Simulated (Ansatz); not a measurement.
# AlH3O: the cost of one run

Program: Ansatz 0.2.0. Level of theory: RKS PBE-D4/def2-SVPD. These are calculated values, not measurements.

## Step 1: The structure to begin with

Bond lengths: Al1–O2 1.980 Å, O2–H3 1.010 Å, Al1–H4 1.760 Å, Al1–H5 1.560 Å. Angles: Al1–O2–H3 71.2°, O2–Al1–H4 42.8°, O2–Al1–H5 159.9°, H4–Al1–H5 157.3°.

Coordinates:

```xyz
5

Al    0.0000    0.0000    0.0000
O     1.2704    0.0000    1.5187
H     0.3609   -0.2814    1.8559
H     1.7458    0.0000    0.2228
H    -1.3510    0.0000   -0.7800
```

## Step 2: A restrained relaxation towards end A

Springs on the bonds that form and break draw the guess towards this end; the thresholds are loose.

input.yaml

```yaml
crystal:
  periodic: [false, false, false]
  atoms:
    - { symbol: Al, position_ang: [0.0, 0.0, 0.0] }
    - { symbol: O, position_ang: [1.2704, 0.0, 1.5187] }
    - { symbol: H, position_ang: [0.3609, -0.2814, 1.8559] }
    - { symbol: H, position_ang: [1.7458, 0.0, 0.2228] }
    - { symbol: H, position_ang: [-1.351, 0.0, -0.78] }
basis:
  gaussian: { orbitals: def2-SVPD }
hamiltonian:
  xc: pbe
  dispersion: d4
relax:
  f_tol: 0.15
  max_steps: 25
  restrain:
    - { distance: [1, 3], at: 2.21, k: 30.0 }
    - { distance: [0, 1], at: 1.78, k: 30.0 }
    - { distance: [0, 3], at: 1.56, k: 30.0 }
```

Command:

```
> ansatz run input.yaml --threads 2 --pin off --max-ram 3072MiB --backend cpu --events-out ev --progress --plain --runs-dir out
```

**Question.** How long does this run take on 2 threads of Arm Neoverse V1, shared host, and how much memory does it need?

About 7.2 s, with a peak of 0.12 GiB.
